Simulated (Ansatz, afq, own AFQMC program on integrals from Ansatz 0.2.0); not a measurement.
Hf⁺, doublet: AFQMC among the cluster methods

A free Hf cation.

Basis def2-SVP with its core potentials. Noble-gas cores (and the filled d shells of Ga–Kr and In–Xe) are frozen. Ansatz 0.2.0 and our own AFQMC program on the same integrals; the CISD trial comes from CCSD amplitudes, and released means the phaseless constraint is let go. Uncertainties: one standard error, sampling alone. No spin–orbit coupling. The metal's outer-core s and p shells are frozen, which shifts wave-function levels against functionals.

Determinant: ROHF, the one that the program's search chose, which needn't be the lowest solution.

Full CI on the same integrals is exact in this basis and with this determinant's frozen core.

Cautions: no spin-orbit coupling; outer-core shells of the metal frozen; a spin-contaminated unrestricted determinant lies lower (UHF 376 meV lower, ⟨S²⟩ 1.42); the released energy hasn't reached full CI (16 meV above it at 4.20 1/Eh), so no released level is given (meV from the phaseless value at times in 1/Eh: -4.8 ± 1.5 at 0.60, -8.2 ± 1.5 at 1.20, -9.6 ± 1.8 at 2.00, -11.3 ± 1.6 at 3.00, -14.2 ± 2.2 at 4.20).

* T1 diagnostic: 0.0180
* weight of the determinant in the CISD state: 0.879
* size of the correlated space: 3 electrons in 28 orbitals

Reference: full CI, correlation energy -1.097 eV.

```tsv
level	E − E(reference) (mEh)	share of correlation (%)
HF	40.32	0.00
MP2	15.78	60.85
CCSD	2.51	93.77
CCSD(T)	1.14	97.17
ph-AFQMC/HF	4.24 ± 0.43	89.48
ph-AFQMC/CISD	1.11 ± 0.05	97.25
```

A walk keeps the symmetry of its determinant, which the program's search chose and which needn't be the lowest solution, so a lower state of the same spin and another symmetry isn't excluded.
